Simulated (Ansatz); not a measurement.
Relaxed structures of CH$_{4}$BLi, closed shell (PBE0-D4/def2-TZVP; forces vanish, vibrations not checked; lower isomers may exist, and structures with a doubtful reference or unclear bonds are left out; Å). Program: Ansatz 0.2.0. Basis: def2-TZVPP. Cores are frozen in the correlated methods. The outer core shell of Li, Na, Mg and K is correlated.

(1) Rank them by CCSD(T) energy, lowest first, and give each one's height above the lowest. Links in brackets join atoms within 1.22 times the sum of their covalent radii (1.1 for two metals). (To be estimated.)
A.
CH₄BLi ([H]1[BH]2[CH]3[H][Li]123)
```
7
angstrom
Li -0.5784 -0.4727 -1.3447
B -0.4972 -0.8585 0.6605
C 0.2343 0.3319 0.2565
H -0.8068 -1.7383 -0.1608
H -0.9057 -1.0611 1.7654
H 0.4780 1.1125 0.9684
H 0.7635 0.5450 -0.6892
```
B.
CH₄BLi ([Li][BH][CH3])
```
7
angstrom
Li -2.5756 -0.6651 -0.6865
B -0.4596 -0.6649 -0.0634
C 0.5550 0.5308 0.0152
H 0.0402 -1.6917 0.3583
H 0.2967 1.4504 -0.5133
H 0.5465 0.7757 1.0943
H 1.5967 0.2648 -0.2046
```
C.
CH₄BLi ([H]1[B]2[CH2]3[H][Li]123)
```
7
angstrom
Li 0.8027 -1.4131 -0.0478
B -1.1919 -0.3917 -0.0194
C 0.1216 0.5277 -0.0212
H -0.9057 -1.6352 0.0986
H 0.0226 1.3526 -0.7275
H 0.0600 1.0005 0.9714
H 1.2436 0.2450 -0.1250
```

No T1 diagnostic of these runs exceeds 0.016. The restricted Hartree–Fock reference is unstable towards an unrestricted one at one or more of these structures.

Results:

(1) Computed: A (0.000 eV), B (1.667 eV), C (3.055 eV). Heights count from the lowest.

For scale, one of the runs: CCSD(T)/def2-TZVPP, 137 basis functions, launched by `ansatz run in.yaml --threads 2 --pin off --events-out ev --progress --plain --max-ram 4352MiB`. Hardware: 2 CPU threads of an Intel Xeon Platinum 8488C, shared host. Wall time 10 s; peak host memory 0.78 GiB.
